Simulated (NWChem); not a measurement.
The numbers come from NWChem runs, not from measurements. System: ethanol (C2H6O), charge 0, spin multiplicity 1, at a geometry optimised with PBE0/def2-SVP. Level: RI-MP2/cc-pVDZ, 3 core orbitals frozen.

Output (cleaned and shortened):

```
             Northwest Computational Chemistry Package (NWChem) 7.3.0
             --------------------------------------------------------

                                NWChem Input Module
                                -------------------

 Scaling coordinates for geometry "geometry" by  1.889725989
 (inverse scale =  0.529177249)

                             Geometry "geometry" -> ""
                             -------------------------

 Output coordinates in angstroms (scale by  1.889725989 to convert to a.u.)

  No.       Tag          Charge          X              Y              Z
 ---- ---------------- ---------- -------------- -------------- --------------
    1 C                    6.0000    -1.19610300     0.13584800     0.24993300
    2 C                    6.0000     0.07819800    -0.42352600    -0.35337700
    3 O                    8.0000     1.22169700     0.31052100    -0.00340400
    4 H                    1.0000    -2.08032200    -0.42575700    -0.08992400
    5 H                    1.0000    -1.32480800     1.19209400    -0.03121300
    6 H                    1.0000    -1.17303800     0.07939000     1.35145900
    7 H                    1.0000     0.18241700    -1.49499500    -0.08394000
    8 H                    1.0000     0.01798800    -0.38779900    -1.45314000
    9 H                    1.0000     1.31162000     0.27896400     0.95465600

 Effective nuclear repulsion energy (a.u.)      81.8777774731

            Nuclear Dipole moment (a.u.)
            ----------------------------
        X                 Y               Z
 ---------------- ---------------- ----------------
     0.0000056692    -0.0000056692     0.0000037795


 Summary of "ao basis" -> "" (spherical)
 ------------------------------------------------------------------------------
       Tag                 Description            Shells   Functions and Types
 ---------------- ------------------------------  ------  ---------------------
 *                          cc-pvdz                   on all atoms

 Summary of "ri-mp2 basis" -> "" (spherical)
 ------------------------------------------------------------------------------
       Tag                 Description            Shells   Functions and Types
 ---------------- ------------------------------  ------  ---------------------
 *                         cc-pvdz-ri                 on all atoms

 Summary of "ao basis" -> "ao basis" (spherical)
 ------------------------------------------------------------------------------
       Tag                 Description            Shells   Functions and Types
 ---------------- ------------------------------  ------  ---------------------
 C                          cc-pvdz                  6       14   3s2p1d
 O                          cc-pvdz                  6       14   3s2p1d
 H                          cc-pvdz                  3        5   2s1p

                                 NWChem SCF Module
                                 -----------------

  ao basis        = "ao basis"
  functions       =    72
  atoms           =     9
  closed shells   =    13
  open shells     =     0
  charge          =   0.00
  wavefunction    = RHF
  use symmetry    = F
  symmetry adapt  = F

 Summary of "ao basis" -> "ao basis" (spherical)
 ------------------------------------------------------------------------------
       Tag                 Description            Shells   Functions and Types
 ---------------- ------------------------------  ------  ---------------------
 C                          cc-pvdz                  6       14   3s2p1d
 O                          cc-pvdz                  6       14   3s2p1d
 H                          cc-pvdz                  3        5   2s1p

 Forming initial guess at       0.1s

      Superposition of Atomic Density Guess
      -------------------------------------

 Sum of atomic energies:        -153.09163733

      Non-variational initial energy
      ------------------------------

 Total energy =    -154.767963
 1-e energy   =    -368.713115
 2-e energy   =     132.067374
 HOMO         =      -0.360181
 LUMO         =       0.096921

 Starting SCF solution at       1.1s

 ----------------------------------------------
[...]
     4     -0.209594  1 C  px                18      0.150012  2 C  px

 Vector   14  Occ=0.000000D+00  E= 1.786416D-01
              MO Center= -2.3D-01, -1.8D-01,  6.5D-01, r^2= 5.5D+00
   Bfn.  Coefficient  Atom+Function         Bfn.  Coefficient  Atom+Function
  ----- ------------  ---------------      ----- ------------  ---------------
     3      1.267762  1 C  s                 17      1.078055  2 C  s
    54     -0.840027  6 H  s                 69     -0.718872  9 H  s
    59     -0.695603  7 H  s                 44     -0.597594  4 H  s
    49     -0.440060  5 H  s                 64     -0.381037  8 H  s
    31      0.363348  3 O  s                  9      0.342054  1 C  pz

 Vector   15  Occ=0.000000D+00  E= 2.183917D-01
              MO Center=  7.9D-02,  3.7D-02, -1.2D-01, r^2= 6.6D+00
   Bfn.  Coefficient  Atom+Function         Bfn.  Coefficient  Atom+Function
  ----- ------------  ---------------      ----- ------------  ---------------
    64      1.220956  8 H  s                 69     -1.065168  9 H  s
     3     -0.860046  1 C  s                 44      0.814208  4 H  s
    17     -0.678626  2 C  s                 49      0.611310  5 H  s
    23      0.607947  2 C  pz                31      0.515237  3 O  s
    54     -0.337655  6 H  s                  9      0.331866  1 C  pz

 Vector   16  Occ=0.000000D+00  E= 2.336880D-01
              MO Center= -5.7D-01, -2.8D-01,  4.4D-02, r^2= 6.4D+00
   Bfn.  Coefficient  Atom+Function         Bfn.  Coefficient  Atom+Function
  ----- ------------  ---------------      ----- ------------  ---------------
     3      1.715690  1 C  s                 17     -1.604669  2 C  s
    59      1.271333  7 H  s                 49     -1.057007  5 H  s
    54     -0.913191  6 H  s                 64      0.787264  8 H  s
    22      0.462425  2 C  py                44     -0.267880  4 H  s
     8      0.231031  1 C  py                21      0.189538  2 C  px

 center of mass
 --------------
 x =   0.12460598 y =   0.03080672 z =  -0.02638314

 moments of inertia (a.u.)
 ------------------
          54.103951664285         -10.588585136828          14.607150208977
         -10.588585136828         204.772220293176         -11.673819187740
          14.607150208977         -11.673819187740         207.860538297756

  Mulliken analysis of the total density
  --------------------------------------

    Atom       Charge   Shell Charges
 -----------   ------   -------------------------------------------------------
    1 C    6     6.09   2.00  0.65  0.42  2.03  0.93  0.06
    2 C    6     5.84   2.00  0.66  0.37  1.96  0.70  0.14
    3 O    8     8.38   2.00  0.83  0.90  2.83  1.80  0.02
    4 H    1     0.97   0.75  0.19  0.03
    5 H    1     0.96   0.75  0.18  0.03
    6 H    1     0.98   0.75  0.20  0.03
    7 H    1     0.99   0.77  0.19  0.03
    8 H    1     0.96   0.77  0.17  0.03
    9 H    1     0.84   0.69  0.07  0.08

       Multipole analysis of the density wrt the origin
       ------------------------------------------------

     L   x y z        total         open         nuclear
     -   - - -        -----         ----         -------
     0   0 0 0     -0.000000      0.000000     26.000000

     1   1 0 0     -0.423445      0.000000      0.000006
     1   0 1 0     -0.291157      0.000000     -0.000006
     1   0 0 1      0.435655      0.000000      0.000004

     2   2 0 0    -16.309480      0.000000    106.324272
     2   1 1 0     -0.400692      0.000000      4.145124
     2   1 0 1      1.794585      0.000000     -7.638289
     2   0 2 0    -15.092758      0.000000     21.534371
     2   0 1 1      0.353699      0.000000      7.702598
     2   0 0 2    -13.216155      0.000000     21.389516

                               NWChem RI-MP2 Module
                               --------------------

 Summary of "ri-mp2 basis" -> "ri-mp2 basis" (spherical)
 ------------------------------------------------------------------------------
       Tag                 Description            Shells   Functions and Types
 ---------------- ------------------------------  ------  ---------------------
 C                         cc-pvdz-ri               18       56   7s5p4d2f
 O                         cc-pvdz-ri               18       56   7s5p4d2f
 H                         cc-pvdz-ri                6       14   3s2p1d

 SCF Reference Information:
            File: './mol.movecs'
           Title: ''
    Size (AOxMO):     72 x     72
       Total Occ:              26.00
 RI-MP2 Calculation Information:
          Nr. of AO basis functions:         72
     Nr. of fitting basis functions:        252
               Nr. of MO spin cases:          1
        Nr. of MOs to be correlated:         69
     Nr. of occupied MOs correlated:         10
      Nr. of virtual MOs correlated:         59

          RI integral approximation: 'V'
    Threshold for Schwarz screening:  1.000E-09
 Smallest eigenvalue retained in fit  1.000E-08
    Type of storage for MO integrals 'EAF library'

 Transformation block size   10, requiring     1 integral passes.
 XForm_3cInts: Completed     1:   10 pass.
 Energy evaluation using block sizes    10   10
 RIMP2_V_E2: Approx. ints. done (    1:   10,    1:   10)
 RIMP2_V_E2: Copy to B done (    1:   10,    1:   10)
 RIMP2_V_E2: Denominators done (    1:   10,    1:   10)
 RIMP2_V_E2: Completed block (    1:   10,    1:   10)

          -------------------------------------------
          SCF energy                -154.091966791756
          Correlation energy          -0.481391645293
          Total MP2 energy          -154.573358437049
          -------------------------------------------

 -----------------------
 Performance information
 -----------------------

 Timer overhead =  2.25D-07 seconds/call

               Nr. of calls         CPU time (s)                 Wall time (s)                GFlops
             ---------------    -------------------     ------------------------------   -------------------
Name         Min   Avg   Max    Min     Avg     Max     Min     Avg     Max   Mx/calls   Min     Max     Sum
Overall       1     1     1    2.3     2.3     2.3      2.3     2.3     2.3     2.3      0.0     0.0     0.0
3c integr     1     1     1   0.34    0.34    0.34     0.34    0.34    0.34    0.34      0.0     0.0     0.0
Energy        1     1     1   5.08E-2 5.08E-2 5.08E-2  5.08E-2 5.08E-2 5.08E-2 5.08E-2   0.0     0.0     0.0
3c integr     1     1     1   0.33    0.33    0.33     0.33    0.33    0.33    0.33      0.0     0.0     0.0
First 2/3     3     3     3   3.36E-3 3.36E-3 3.36E-3  3.37E-3 3.37E-3 3.37E-3 1.12E-3   0.0     0.0     0.0
Final 1/3     1     1     1   4.39E-3 4.39E-3 4.39E-3  4.39E-3 4.39E-3 4.39E-3 4.39E-3   0.0     0.0     0.0
Write 3c      1     1     1   7.79E-4 7.79E-4 7.79E-4  7.79E-4 7.79E-4 7.79E-4 7.79E-4   0.0     0.0     0.0
Read 3c i     1     1     1   3.08E-4 3.08E-4 3.08E-4  3.09E-4 3.09E-4 3.09E-4 3.09E-4   0.0     0.0     0.0
Fitting b     1     1     1   5.37E-2 5.37E-2 5.37E-2  5.37E-2 5.37E-2 5.37E-2 5.37E-2   0.0     0.0     0.0
Schwarz i     1     1     1   5.84E-3 5.84E-3 5.84E-3  5.84E-3 5.84E-3 5.84E-3 5.84E-3   0.0     0.0     0.0
Form 4ci      1     1     1   8.56E-3 8.56E-3 8.56E-3  8.56E-3 8.56E-3 8.56E-3 8.56E-3   0.0     0.0     0.0
Form A &      1     1     1   3.87E-2 3.87E-2 3.87E-2  3.87E-2 3.87E-2 3.87E-2 3.87E-2   0.0     0.0     0.0
Denominat     1     1     1   3.86E-4 3.86E-4 3.86E-4  3.86E-4 3.86E-4 3.86E-4 3.86E-4   0.0     0.0     0.0
Pair Ener     1     1     1   1.43E-3 1.43E-3 1.43E-3  1.43E-3 1.43E-3 1.43E-3 1.43E-3   0.0     0.0     0.0

 The average no. of pstat calls per process was 1.60D+01
 with a timing overhead of 3.60D-06s

 Task  times  cpu:        2.3s     wall:        2.3s

 Total times  cpu:        2.3s     wall:        2.3s
```

**Question.** Write an NWChem input that would produce this output.

**Answer.** One answer among several that fit: 
```
start mol
memory heap 200 mb stack 900 mb global 1100 mb
geometry units angstroms nocenter noautoz noautosym
  C     -1.196103     0.135848     0.249933
  C      0.078198    -0.423526    -0.353377
  O      1.221697     0.310521    -0.003404
  H     -2.080322    -0.425757    -0.089924
  H     -1.324808     1.192094    -0.031213
  H     -1.173038     0.079390     1.351459
  H      0.182417    -1.494995    -0.083940
  H      0.017988    -0.387799    -1.453140
  H      1.311620     0.278964     0.954656
end
basis spherical
  * library cc-pvdz
end
basis "ri-mp2 basis" spherical
  * library cc-pvdz-ri
end
scf
  rhf
  nopen 0
  maxiter 100
  thresh 1e-7
  semidirect memsize 60000000 filesize 0
end
mp2
  freeze core 3
end
task rimp2 energy
```
